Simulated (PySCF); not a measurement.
# TDDFT excited states: C5H9P

C5H9P.
Cartesian coordinates in Å at the GFN2-xTB level; atoms count from 1:
```xyz
15
C5H9P angstrom
C      2.834    1.075    0.381
C      1.740    0.336    0.481
P      0.466    0.305   -0.818
C     -0.302   -1.327   -0.389
C     -0.982   -0.159    0.260
C     -2.371    0.217   -0.191
H      3.020    1.693   -0.482
H      3.587    1.093    1.154
H      1.569   -0.283    1.355
H      0.267   -2.009    0.229
H     -0.837   -1.817   -1.192
H     -0.826   -0.044    1.329
H     -2.601    1.245    0.084
H     -2.461    0.121   -1.271
H     -3.107   -0.436    0.277
```

Method: PySCF 2.14.0, density-fitted response routines, TDDFT CAM-B3LYP/def2-SVPD, vertical, gas phase, core orbitals frozen in the response.

```csv
state,E (eV),λ (nm),ν̃ (cm⁻¹),f,|μ| (D),"main configurations (H = HOMO, L = LUMO)"
S1,5.89,210.4,47540,0.023,1.01,"H-1→L (80%), H→L (13%)"
S2,6.18,200.5,49880,0.274,3.42,"H→L (72%), H-1→L (11%)"
S3,6.47,191.5,52210,0.011,0.68,"H→L+1 (52%), H→L+2 (23%), H→L+6 (10%)"
S4,6.89,179.9,55590,0.013,0.72,"H→L+2 (62%), H→L+1 (27%)"
S5,6.99,177.3,56400,0.100,1.94,"H→L+3 (56%), H-1→L+1 (22%)"
S6,7.15,173.4,57660,0.149,2.35,"H-1→L+3 (35%), H-1→L+1 (18%), H→L+3 (15%)"
S7,7.31,169.7,58930,0.209,2.75,"H-1→L+3 (36%), H-1→L+1 (21%), H→L+3 (14%)"
S8,7.37,168.2,59470,0.0018,0.26,"H-2→L (55%), H-3→L (20%)"
```

Triplets (Tamm–Dancoff): T1 4.14 eV, H→L (68%), H-3→L (9%); T2 5.25 eV, H-1→L (56%); T3 5.52 eV, H→L+3 (26%), H-1→L (13%), H-3→L (12%).

The lowest singlet comes at 210 nm (569 kJ/mol) in the ultraviolet; it is weak; its leading configuration is HOMO-1→LUMO (80%). The strongest level in the table is S2 at 6.18 eV (200 nm, f = 0.274). Löwdin shares by element: HOMO carbon 50% or more, phosphorus 24% (atoms not listed hold the other 26%); LUMO carbon 63% or more, phosphorus 10% (atoms not listed hold the other 27%). Weighted by f, the mean energy of these states is 6.78 eV. The oscillator strengths of these states sum to 0.781; summed over the whole spectrum of an exact calculation they would give the number of electrons, 54 (Thomas–Reiche–Kuhn). Of the 8 states listed, 7 reach f = 0.01 and none stays under 0.0005. Singlets were solved by full linear response, triplets in the Tamm–Dancoff approximation.

Cost: about 80 s of CPU time on one thread; the machine was shared, so the figure is rough.

One conformer stands for the species.
